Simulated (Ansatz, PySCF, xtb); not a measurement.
Barrier height from H2P (SMILES [PH2]) + H2 to the transition structure H4P, without zero-point energy, on the benchmark's geometries as Psi4's copy of the set gives them.
Transition structure (charge 0, multiplicity 2):
```xyz
5

P      0.217     0.000    -0.111
H      0.247     1.035     0.852
H      0.263    -1.025     0.862
H     -1.266    -0.011    -0.151
H     -2.504     0.000     0.106
```
Reactant (charge 0, multiplicity 1):
```xyz
2

H      0.0000     0.0000     0.0000
H      0.7419     0.0000     0.0000
```

Open shells are unrestricted; no spin–orbit coupling.

Correlated levels freeze the cores.

Programs: Ansatz (Gaussian basis) for Hartree–Fock, density functionals and correlated methods; PySCF for M06-2X, the dispersion terms; xtb for the GFN methods. Values without a source in brackets are computed. The GFN methods have no spin term and hold the electronic entropy of 300 K.

Problem. One of these levels gives 1.025 eV for the barrier height. Which?
A. M06-2X/def2-TZVPPD
B. revPBE-D4/def2-TZVPPD
C. MP2/aug-cc-pV(D+d)Z
D. GFN2-xTB

Solution. C, MP2/aug-cc-pV(D+d)Z. The others give 0.308 (GFN2-xTB), 0.838 (revPBE-D4/def2-TZVPPD), 1.111 (M06-2X/def2-TZVPPD)

Ansatz is a first-principles code.
